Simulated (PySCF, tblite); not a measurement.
**C₂H₄Br−, a complex of two parts: NMR shifts, interaction energy, infrared bands, spin-spin couplings, core binding energies and electronic excitations**

The task here is to estimate one member of a computed series from the others.

Computed with tblite 0.8.0 and PySCF 2.14.0; each step states its level. No surroundings beyond the atoms listed, unless a continuum is named. Atoms count from 0, parts from 1.

### The system as given

7 atoms, charge -1, multiplicity 1; geometry: rigid parts in contact. Parts: 1 = atoms 0–5, `C=C`, charge 0; 2 = atom 6, `[Br-]`, charge -1.

Set-up of the first run:

What the job is given:

```
{"job": {"kind": "dock", "xc": "GFN2-xTB", "basis": "xTB"}, "charge": -1, "multiplicity": 1, "parts": [{"atoms": "0-5", "charge": 0, "multiplicity": 1}, {"atoms": "6-6", "charge": -1, "multiplicity": 1}]}
C      0.656602     0.045511     0.009227
C     -0.656591    -0.044208    -0.009046
H      1.287816    -0.827522    -0.024913
H      1.165136     0.994637     0.057679
H     -1.290983     0.826461     0.024394
H     -1.161981    -0.994879    -0.057342
Br     1.161104     3.136163     1.442670
```

With the program's defaults for keys left out, this is: GFN2-xTB search for minima from random contacts, gas phase.

Command:

```sh
$ OMP_NUM_THREADS=1 python cluster_run.py task.json out
```

One launch serves the whole session: the jobs run in the order shown.

Among the steps run: Bringing the parts together with GFN2-xTB; Geometry optimisation at PBE0-D3(BJ)/def2-TZVPD; NMR shieldings: PBE0/aug-pcSseg-2; Coupled-cluster interaction energy: CCSD(T) and MP2.

One of the session's tables, all rows but one given; the rest of the session is left out.

It belongs to the step «Coupled-cluster interaction energy: CCSD(T) and MP2». 

```
                 method  interaction energy (kcal/mol)
         HF/aug-cc-pVDZ                          -2.19
        MP2/aug-cc-pVDZ                              ?
       CCSD/aug-cc-pVDZ                          -3.39
    CCSD(T)/aug-cc-pVDZ                          -3.66
         HF/aug-cc-pVQZ                          -2.22
        MP2/aug-cc-pVQZ                          -4.51
    SCS-MP2/aug-cc-pVQZ                          -3.88
      MP2, extrapolated                          -4.62
CCSD(T), limit estimate                          -4.43
```

Q: Estimate the row for MP2/aug-cc-pVDZ from the others.

As computed: interaction energy (kcal/mol): -3.86. In the column «interaction energy (kcal/mol)» it lies between SCS-MP2/aug-cc-pVQZ (-3.88) and CCSD(T)/aug-cc-pVDZ (-3.66).
